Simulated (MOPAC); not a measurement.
MOPAC input (PM3):

```
PM3 1SCF CHARGE=1 GEO-OK AUX(PRECISION=9) THREADS=1
C2H6NO

O     0.44187469 1    1.33485861 1    0.12974526 1
C    -0.05433681 1    0.28429606 1    0.03240259 1
N     1.01706973 1   -0.94595571 1   -0.13354246 1
C    -1.45221658 1   -0.19963021 1    0.02418072 1
H     0.82672373 1   -1.72574334 1    0.50046318 1
H    -2.11892134 1    0.65910120 1    0.05169695 1
H    -1.64770358 1   -0.79921607 1   -0.86796571 1
H    -1.63131075 1   -0.83031322 1    0.89974415 1
H     1.94584384 1   -0.56465997 1    0.06579244 1
H     1.01020268 1   -1.30434259 1   -1.09239559 1
```

Output:

```
 *******************************************************************************
 **                                                                           **
 **                              MOPAC v23.2.5                                **
 **                                                                           **
 *******************************************************************************
 ** MOPAC's Digital Object Identifier: https://doi.org/10.5281/zenodo.6511958 **
 **                                                                           **
 ** Please cite the open-source release paper for use of this MOPAC version:  **
 ** J. E. Moussa and J. J. P. Stewart (2026)                                  **
 ** MOPAC: An open-source semiempirical molecular orbital program             **
 ** J. Open Source Softw., 11(119), 8025, https://doi.org/10.21105/joss.08025 **
 *******************************************************************************

                              PM3 CALCULATION RESULTS

 *******************************************************************************
 *  PM3        - The PM3 Hamiltonian to be used
 *  GEO-OK     - OVERRIDE INTERATOMIC DISTANCE AND OTHER SAFETY CHECKS
 *
 *
 *
 *                 CHARGE ON SYSTEM = +1
 *
 *
 *
 *  1SCF       - DO 1 SCF AND THEN STOP
 *  AUX        - OUTPUT AUXILIARY INFORMATION
 *******************************************************************************
PM3 1SCF CHARGE=1 GEO-OK AUX(PRECISION=9) THREADS=1
 C2H6NO

   ATOM   CHEMICAL          X               Y               Z
  NUMBER   SYMBOL      (ANGSTROMS)     (ANGSTROMS)     (ANGSTROMS)

     1       O          0.44187469  *   1.33485861  *   0.12974526  *
     2       C         -0.05433681  *   0.28429606  *   0.03240259  *
     3       N          1.01706973  *  -0.94595571  *  -0.13354246  *
     4       C         -1.45221658  *  -0.19963021  *   0.02418072  *
     5       H          0.82672373  *  -1.72574334  *   0.50046318  *
     6       H         -2.11892134  *   0.65910120  *   0.05169695  *
     7       H         -1.64770358  *  -0.79921607  *  -0.86796571  *
     8       H         -1.63131075  *  -0.83031322  *   0.89974415  *
     9       H          1.94584384  *  -0.56465997  *   0.06579244  *
    10       H          1.01020268  *  -1.30434259  *  -1.09239559  *

          CARTESIAN COORDINATES

    NO.       ATOM           X           Y           Z

     1         O          0.4419      1.3349      0.1297
     2         C         -0.0543      0.2843      0.0324
     3         N          1.0171     -0.9460     -0.1335
     4         C         -1.4522     -0.1996      0.0242
     5         H          0.8267     -1.7257      0.5005
     6         H         -2.1189      0.6591      0.0517
     7         H         -1.6477     -0.7992     -0.8680
     8         H         -1.6313     -0.8303      0.8997
     9         H          1.9458     -0.5647      0.0658
    10         H          1.0102     -1.3043     -1.0924

  H: (PM3): J. J. P. STEWART, J. COMP. CHEM. 10, 209 (1989).
  C: (PM3): J. J. P. STEWART, J. COMP. CHEM. 10, 209 (1989).
  N: (PM3): J. J. P. STEWART, J. COMP. CHEM. 10, 209 (1989).
  O: (PM3): J. J. P. STEWART, J. COMP. CHEM. 10, 209 (1989).

           Empirical Formula: C2 H6 N O  =    10 atoms

      MOLECULAR POINT GROUP   :   C1

      RHF CALCULATION, NO. OF DOUBLY OCCUPIED LEVELS = 12

 -------------------------------------------------------------------------------
 PM3 1SCF CHARGE=1 GEO-OK AUX(PRECISION=9) THREADS=1
 C2H6NO

     1SCF WAS SPECIFIED, SO BFGS WAS NOT USED
     SCF FIELD WAS ACHIEVED

                              PM3 CALCULATION
                                                       MOPAC v23.2.5 Linux

          FINAL HEAT OF FORMATION =        123.61033 KCAL/MOL =     517.18563 KJ/MOL

          COSMO AREA              =         99.56 SQUARE ANGSTROMS
          COSMO VOLUME            =         82.21 CUBIC ANGSTROMS

          IONIZATION POTENTIAL    =         17.508329 EV
          HOMO LUMO ENERGIES (EV) =        -17.508 -5.632
          NO. OF FILLED LEVELS    =         12
          MOLECULAR WEIGHT        =         60.0755         POINT GROUP:  C1

          MOLECULAR DIMENSIONS (Angstroms)

            Atom       Atom       Distance
            H     9    H     6     4.24501
            H     5    O     1     2.84344
            H     8    H    10     1.94463

          SCF CALCULATIONS        =          1

   ATOM   CHEMICAL          X               Y               Z
  NUMBER   SYMBOL      (ANGSTROMS)     (ANGSTROMS)     (ANGSTROMS)

     1       O          0.44187469  *   1.33485861  *   0.12974526  *
     2       C         -0.05433681  *   0.28429606  *   0.03240259  *
     3       N          1.01706973  *  -0.94595571  *  -0.13354246  *
     4       C         -1.45221658  *  -0.19963021  *   0.02418072  *
     5       H          0.82672373  *  -1.72574334  *   0.50046318  *
     6       H         -2.11892134  *   0.65910120  *   0.05169695  *
     7       H         -1.64770358  *  -0.79921607  *  -0.86796571  *
     8       H         -1.63131075  *  -0.83031322  *   0.89974415  *
     9       H          1.94584384  *  -0.56465997  *   0.06579244  *
    10       H          1.01020268  *  -1.30434259  *  -1.09239559  *

                             CARTESIAN COORDINATES

   1    O        0.441874690     1.334858610     0.129745260
   2    C       -0.054336810     0.284296060     0.032402590
   3    N        1.017069730    -0.945955710    -0.133542460
   4    C       -1.452216580    -0.199630210     0.024180720
   5    H        0.826723730    -1.725743340     0.500463180
   6    H       -2.118921340     0.659101200     0.051696950
   7    H       -1.647703580    -0.799216070    -0.867965710
   8    H       -1.631310750    -0.830313220     0.899744150
   9    H        1.945843840    -0.564659970     0.065792440
  10    H        1.010202680    -1.304342590    -1.092395590

           Empirical Formula: C2 H6 N O  =    10 atoms

      MOLECULAR POINT GROUP   :   C1

                  EIGENVALUES
 -45.60105 -38.67393 -35.03068 -26.09710 -23.69898 -23.51506 -23.30461 -21.73161
 -21.31350 -19.01158 -18.83288 -17.50833  -5.63219  -5.33799  -3.80913  -2.97583
  -2.91472  -2.51077  -1.20395  -1.15400  -0.89325   0.59119

              NET ATOMIC CHARGES AND DIPOLE CONTRIBUTIONS

  ATOM NO.   TYPE          CHARGE      No. of ELECS.   s-Pop       p-Pop
    1          O          -0.116900        6.1169     1.83978     4.27712
    2          C           0.227735        3.7723     1.26194     2.51033
    3          N           0.512681        4.4873     1.24017     3.24715
    4          C          -0.129732        4.1297     1.13132     2.99841
    5          H           0.060780        0.9392     0.93922
    6          H           0.124821        0.8752     0.87518
    7          H           0.097270        0.9027     0.90273
    8          H           0.101336        0.8987     0.89866
    9          H           0.062343        0.9377     0.93766
   10          H           0.059667        0.9403     0.94033
 DIPOLE           X         Y         Z       TOTAL
 POINT-CHG.     1.254    -4.434    -0.500     4.635
 HYBRID         0.501    -0.615    -0.093     0.798
 SUM            1.755    -5.049    -0.593     5.378

          ATOMIC ORBITAL ELECTRON POPULATIONS

     Atom    s        px        py        pz
    1  O   1.83978   1.68121   1.31424   1.28167
    2  C   1.26194   0.89556   0.84850   0.76628
    3  N   1.24017   1.09788   1.10072   1.04856
    4  C   1.13132   0.88138   1.06292   1.05411
    5  H   0.93922
    6  H   0.87518
    7  H   0.90273
    8  H   0.89866
    9  H   0.93766
   10  H   0.94033

 **********************
 *                    *
 * JOB ENDED NORMALLY *
 *                    *
 **********************

 == MOPAC DONE ==
```

The dipole moment of an ion depends on the origin.
